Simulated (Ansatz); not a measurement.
**Worked example: correlation energy of SnH₂, triplet**

Geometry: displaced at random from a stationary point.

```xyz
3

Sn   -0.0004   -0.0146    0.0005
H    -0.0012    0.8311   -1.4934
H     0.0467    0.8904    1.4295
```

Basis def2-SVP with its core potentials; Ansatz 0.2.0. Correlated methods freeze the noble-gas cores and the filled d shells of p-block atoms, which leaves 6 electrons in 27 orbitals. R marks a restricted (for open shells ROHF) determinant. No spin–orbit coupling is included; scalar relativity enters through the core potentials alone.

Full CI is exact within this basis and frozen core; it isn't the basis-set limit.

RCCSD has a T1 diagnostic of 0.018 and a largest doubles amplitude of 0.06.

Runs differ by some tens of microhartree through their thresholds and, for an open shell, their frozen cores, so steps under 0.03 kcal/mol mean nothing.

Here the R and U totals at CCSDT(Q) differ by 0.45 kcal/mol, a measure of how far such totals hang on the determinant and its frozen core.

```
    level  total energy (hartree)
      RHF             -214.444248
     RMP2             -214.507886
    RCCSD             -214.527735
 RCCSD(T)             -214.529362
   RCCSDT             -214.529913
RCCSDT(Q)             -214.529938
  full CI             -214.529912
```

Q: What is the correlation energy at full CI, and what share of it do RMP2 and RCCSD recover?

A: E(corr) = -214.529912 − (-214.444248) = -0.085664 hartree = -2.331 eV. RMP2: -0.063638 / -0.085664 = 74.29 %. RCCSD: -0.083487 / -0.085664 = 97.46 %.

Q: By how many kcal/mol does RCCSD(T) miss full CI (1 hartree = 627.509 kcal/mol), and which steps make up the rest?

A: -214.529362 − (-214.529912) = 0.000550 hartree = 0.35 kcal/mol. Steps: RCCSDT − RCCSD(T) = -0.35, RCCSDT(Q) − RCCSDT = -0.02, full CI − RCCSDT(Q) = 0.02 kcal/mol. That is within 1 kcal/mol of the reference in this basis, which itself misses far more of the correlation at the basis-set limit.
